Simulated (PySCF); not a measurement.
A made-up structure of CH$_{2}$OSi, singlet:

```xyz
5
angstrom
O 0.2113 -1.1607 1.9645
C 0.0842 -0.5193 0.8931
Si -0.1455 0.5111 -0.7923
H -0.7585 -0.3765 -1.5270
H 0.6085 1.5454 -0.5383
```

It is relaxed with PBE-D4/def2-SVP and then PBE0-D4/def2-TZVP (PySCF 2.14 with density fitting (its default auxiliary sets; JK sets also for MP2 and CCSD(T))). Atoms count as bonded within 1.22 times the sum of their covalent radii (H–H: 0.88 Å). The end point is not checked to be a true minimum.

**Question.** Does its bonding change? (A judgement: the text doesn't fix the answer.)

**Answer.** Computed: No: no bond forms or breaks.

Where it ends: The first stage lowers the energy by 2.36 eV in 19 steps. It ends as CH₂OSi ([O][C][SiH2]):
```
5
angstrom
O 0.5904 -1.1626 1.5818
C 0.1669 -0.4859 0.7767
Si -0.7496 0.6849 -0.3501
H -0.6217 -0.3896 -1.4086
H 0.5871 1.3589 -0.5749
```

Labels in which every atom is bracketed show which atoms are joined, not bond orders.

For scale, one of the runs: PBE0-D4/def2-TZVP relaxation, 111 basis functions, launched by `OMP_NUM_THREADS=2 python run.py`. Hardware: 2 CPU threads of an Arm Neoverse V1, shared host. Wall time 48 s; peak host memory 1.1 GiB.
